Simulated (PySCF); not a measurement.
formaldehyde (CH₂O), SMILES C=O. Geometry optimised at r2SCAN-D4/def2-TZVPD.

TDA-PBE/def2-TZVPD run with PySCF puts the lowest singlet excitations at 3.88, 6.17, 7.41, 7.51, 8.01, 8.67 eV and the lowest triplet (TDA) at 3.18 eV.

Question: What are the lowest singlet roots from EOM-CCSD/aug-cc-pVDZ (PySCF 2.14.0)? (Estimate from the structure and the level; the computed values follow.)

Answer: 4.08, 7.02, 7.98, 8.04, 8.60, 9.84 eV; triplets 3.61, 6.15, 6.85 eV. S1 differs by 0.19 eV (second minus first; roots are paired by order, and the bases may differ).
